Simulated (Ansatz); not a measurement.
# BH (triplet): the correlation ladder at distance B1–H2 = 2.219 Å, cc-pVQZ

An exercise on one series of results from a longer session: the logs are not shown, and one member is left open.

Program: Ansatz 0.2.0, Gaussian basis. Level of theory: cc-pVQZ, core rule «outside noble gas», up to 1 orbitals frozen. These are calculated values, not measurements.

To be run: UHF; CCSD(T) on ROHF; CCSD(T) on UHF; BCCD(T) on ROHF; CCSDT(Q) on ROHF; CCSDT(Q) on UHF; CASSCF and NEVPT2, 4 electrons in 5 orbitals; Full CI.

17 further runs of the same task are left out: 10 that didn't finish, 7 set aside as unsound or not needed.

## The geometry

The geometry derives from a PBE0/def2-TZVP stationary point (not a proven minimum). One bond is set to the value named and the two fragments are kept rigid.

2 atoms, charge 0, spin multiplicity 3.

Atoms are counted from 1 here; the program's logs count them from 0.

No contacts short enough for the rule that draws bonds.

Set-up of the first run:

File in.yaml:

```yaml
crystal:
  periodic: [false, false, false]
  atoms:
    - {symbol: B, position_ang: [0.000000, 0.000000, 0.000000]}
    - {symbol: H, position_ang: [0.000000, 0.000000, 2.219000]}
basis:
  gaussian: {orbitals: cc-pVQZ}
magnetization: {spin_polarized: true, initial_magnetization: 2}
hamiltonian: {xc: hf}
output: {orbitals: {seedname: orbitals}}
```

On the command line:

```sh
ansatz run in.yaml --threads 1 --pin off --events-out ev --progress --plain --max-ram 2393MiB
```

Among the steps run: UHF; CCSD(T) on ROHF; CCSD(T) on UHF; BCCD(T) on ROHF; CCSDT(Q) on ROHF; CCSDT(Q) on UHF; CASSCF and NEVPT2, 4 electrons in 5 orbitals; Full CI.

One of the session's tables, all rows but one given; the rest of the session is left out.

It belongs to the step «Misses and costs». 

```
        method  from FCI (meV)
          ROHF         +2170.7
           UHF         +1975.5
          RMP2          +657.7
          UMP2          +680.9
         RCCSD           +74.1
         UCCSD           +71.4
      RCCSD(T)           +16.7
      UCCSD(T)           +16.8
       BCCD(T)           +17.5
        RCCSDT               ?
        UCCSDT            +0.1
     RCCSDT(Q)             0.0
     UCCSDT(Q)            -0.6
CASSCF valence         +1158.7
NEVPT2 valence          +273.7
           FCI               0
```

**Question.** Estimate the row for RCCSDT.

The run gave: from FCI (meV): +0.7. In the column «from FCI (meV)» it lies between UCCSDT (+0.1) and RCCSD(T) (+16.7).

Caveats from the session: Levels on UHF freeze UHF's core orbitals, full CI those of ROHF, so the U rows can settle a little off it for that reason alone. Restricted and unrestricted rows rest on different reference determinants; where their highest levels disagree by more than a few hundredths of an eV, they describe different states and don't form one ladder.
